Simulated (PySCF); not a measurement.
# A diatomic session: AlF−

The task here is to estimate one member of a computed series from the others.

The runs use PySCF 2.14.0; Al aug-pcseg-1, F aug-pcseg-1, no relativity.

2 further runs of the same task are left out: 2 set aside as unsound or not needed.

The first run:

Settings of the job:

```yaml
atoms: Al, F
charge: -1
basis: Al aug-pcseg-1, F aug-pcseg-1
Hamiltonian: no relativity
basis_functions: 50
electrons_treated: 23
masses_in_u: 26.9815, 18.9984
levels: PBE0, PBE, r²SCAN, revPBE, M06, MN15, HF, MP2, SCS-MP2, CCSD, CCSD(T)
grid: 80 radial by 434 angular points
occupations: held fixed by the projection of orbital angular momentum
dissociation_limit: Al + F−, each in its ground configuration
starting_distance_in_angstrom: 1.910
values_of_2S_to_try: 1, 3
```

On the command line:

```
OMP_NUM_THREADS=1 python dia.py task.json out
```

Steps of the session up to this table: Set-up; First curve: PBE0; PBE (GGA); r²SCAN (meta-GGA); revPBE; M06; MN15 (hybrid meta-GGA); UHF (mean field); MP2 and coupled cluster.

One of the session's tables, all rows but one given; the rest of the session is left out.

Energy (eV) from each level's lowest point:

```
R (Å)    UHF  UHF-MP2  UHF-SCS-MP2  UHF-CCSD  UHF-CCSD(T)
1.502  0.681    0.891        0.883       n/a          n/a
1.572  0.257    0.394        0.389     0.374        0.388
1.642      ?        ?            ?         ?            ?
1.695  0.000    0.030        0.029     0.024        0.028
1.747  0.008    0.000        0.000     0.000        0.000
1.799  0.060    0.019        0.019     0.024        0.020
1.869  0.178    0.098        0.098     0.109        0.101
1.957  0.371    0.251        0.251     0.270        0.256
2.062  0.634    0.479        0.477     0.505        0.486
2.201  0.993    0.805        0.800       n/a          n/a
```

Q: Estimate the row for R (Å) = 1.642 from the others.

Worked estimate for «UHF». A straight line through the neighbours (1.572, 0.257) and (1.695, 0.000) gives 0.257 + (0.000 − 0.257) × (1.642 − 1.572) / (1.695 − 1.572) = 0.111; a parabola fitted to 4 rows on both sides gives 0.042.

The run gave: UHF: 0.053; UHF-MP2: 0.125; UHF-SCS-MP2: 0.123; UHF-CCSD: 0.114; UHF-CCSD(T): 0.122. In «UHF» the line misses by +0.058 and the parabola by -0.011.
